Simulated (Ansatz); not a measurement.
H3Ge–OH, singlet: the ladder up to RCCSDT(Q)

Geometry: a point of a stretch scan, not a stationary point.

| atom | x (Å) | y (Å) | z (Å) |
| --- | --- | --- | --- |
| Ge | 0.0000 | -0.0166 | 0.3898 |
| O | 0.0000 | 0.1270 | -1.7935 |
| H | 1.2597 | -0.7650 | 0.8672 |
| H | 0.0000 | 1.4388 | 0.8646 |
| H | -1.2597 | -0.7650 | 0.8672 |
| H | 0.0000 | -0.7321 | -2.2202 |

Basis cc-pVDZ; Ansatz 0.2.0. Only valence electrons are correlated (noble-gas cores and the filled d shells of p-block atoms frozen), which leaves 14 electrons in 46 orbitals. Prefix R: restricted or restricted open-shell reference. Active spaces: pair = (2e, 2o) about the gap. No spin–orbit coupling is included, and no scalar relativity.

Full CI isn't at hand for all of this; RCCSDT(Q) serves as the reference, and is uncertain by about the last step of the cluster series.

The UHF ⟨S²⟩ is 0.000. The T1 diagnostic (RCCSD) is 0.0168 and the largest doubles amplitude (RCCSD) is 0.077.

Q: From what is known of these methods and the diagnostics, rank them by the size of their error in total energy against RCCSDT(Q) in cc-pVDZ, smallest first (an estimate: the text doesn't fix the numbers).
A. MRCISD (pair space)
B. RCCSD(T)
C. RCCSD
D. MRCISD+Q (pair space)
E. RMP2

A: B (1.20 kcal/mol), D (2.89 kcal/mol), C (6.20 kcal/mol), A (20.19 kcal/mol), E (23.28 kcal/mol).

All errors are against RCCSDT(Q) in cc-pVDZ. Within each family the higher level lies nearer, as is usual though not guaranteed.
